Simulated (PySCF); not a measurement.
Ionisation energies (eV) were calculated with PySCF 2.14 by PBE, PBE0, LDA, in another order, as differences of total energies without spin-orbit coupling. The measured values are between term centres (NIST).

```tsv
species	measured	A	B	C
He (aug-cc-pVDZ, non-relativistic)	24.587	24.284	24.443	24.430
Si⁺ (aug-cc-pV(D+d)Z, non-relativistic)	16.322	16.369	16.425	16.441
Pd (aug-cc-pVDZ-PP with ECP28MDF, ECP)	8.512	9.252	8.812	8.417
Cd⁺ (aug-cc-pVDZ-PP with ECP28MDF, ECP)	16.908	17.673	17.304	16.956
Xe (aug-cc-pVDZ-PP with ECP28MDF, ECP)	12.565	12.686	12.411	12.484
Re (aug-cc-pVDZ-PP with ECP60MDF, ECP)	7.834	8.086	7.594	7.385
Os (aug-cc-pVDZ-PP with ECP60MDF, ECP)	8.473	8.835	8.375	8.108
Hg (aug-cc-pVDZ-PP with ECP60MDF, ECP)	10.438	10.931	10.514	10.216
```

**Question.** Which column is which method?

**Answer.** A is LDA (mean error 0.31 eV); B is PBE (mean error 0.03 eV); C is PBE0 (mean error -0.15 eV). LDA overbinds the outer electron and comes out highest. PBE, with gradient corrections, lies close to experiment on average, with errors of both signs. PBE0, with a quarter of exact exchange, lies close to experiment on average.
